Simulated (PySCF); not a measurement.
Gas-phase reaction: Si2H6 + 2 Si2O2 ⇌ 6 SiH + 4 O

Method: PySCF energies plus ideal-gas RRHO corrections (1 bar). † marks an energy on the PBE0/def2-TZVP geometry and frequencies; other levels use their own. MP2 and CCSD(T) freeze the core. 6-31G* has spherical d functions here. Open shells (unrestricted): SiH (multiplicity 2, electronic degeneracy 4), O (multiplicity 3, electronic degeneracy 9); the rest are closed-shell singlets. Spin-orbit splitting is ignored; it lowers the true energy and changes the entropy of SiH, O. B3LYP is the form with VWN-RPA correlation. Si2O2: computed as isolated molecules; such fragments, hydroxides, amides, oligomers or adducts are transient or little studied in the gas. MP2 isn't extrapolated to the basis-set limit; its ΔH°(298 K) is 3765.5 kJ in def2-SVP and 4094.7 kJ in def2-TZVPP. CCSD(T) isn't extrapolated to the basis-set limit; its ΔH°(298 K) is 3545.3 kJ in def2-SVP and 3835.5 kJ in def2-TZVPP. The harmonic model lacks anharmonicity and excited electronic states, which grow with temperature; levels with a mode under 35 cm⁻¹ are left out. Internal rotation in Si2H6 is treated as a harmonic vibration of one conformer, which makes the entropy rough. Warning, large T1 diagnostic: SiH (CCSD(T)/def2-TZVPP†).

| level | ΔE electronic, kJ | ΔH°(298 K), kJ | ΔS°(298 K), J/K | ΔG°(2000 K), kJ |
|---|---|---|---|---|
| B3LYP/def2-TZVP† | 3898 | 3832 | 1022 | 1775 |
| CCSD(T)/def2-SVP† | 3611 | 3545 | 1022 | 1488 |
| CCSD(T)/def2-TZVPP† | 3901 | 3836 | 1022 | 1778 |
| HF/6-31G* | 2665 | 2592 | 1030 | 505 |
| HF/def2-TZVP† | 2800 | 2734 | 1022 | 676 |
| MP2/def2-SVP† | 3831 | 3765 | 1022 | 1708 |
| LDA/def2-TZVP† | 4691 | 4625 | 1022 | 2568 |
| ωB97M-V/def2-TZVP† | 4071 | 4006 | 1022 | 1948 |
| ωB97X-V/def2-TZVP† | 4048 | 3982 | 1022 | 1925 |
ΔH° is lowest at HF/6-31G* and highest at LDA/def2-TZVP†. No reference value is set beside these.
